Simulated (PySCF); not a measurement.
Stepwise substitution at one centre (Al F-CH3). Isolated molecules, 0 K electronic values unless said otherwise. Strings in code marks are SMILES.

All values below come from PySCF 2.14.0 with PBE-D3(BJ)/def2-TZVP // B3LYP-D3(BJ)/def2-TZVP. Excitations are Tamm–Dancoff values on a coarser integration grid. The basis has no diffuse functions, so Rydberg states are missing or too high.

```csv
species,HOMO–LUMO gap (eV),brightest of the four lowest singlets (TDA) (eV)
0 of 3 F replaced by CH3,7.20,8.04
1 of 3 F replaced by CH3 (`[F][Al]([CH3])[F]`),[?],[?]
2 of 3 F replaced by CH3 (`[CH3][Al]([CH3])[F]`),5.56,6.32
3 of 3 F replaced by CH3 (`[CH3][Al]([CH3])[CH3]`),5.10,6.10
```

Problem. Some entries are withheld; supply them.

Solution. 
- 1 of 3 F replaced by CH3 (`[F][Al]([CH3])[F]`), HOMO–LUMO gap (eV): 6.53
- 1 of 3 F replaced by CH3 (`[F][Al]([CH3])[F]`), brightest of the four lowest singlets (TDA) (eV): 7.14
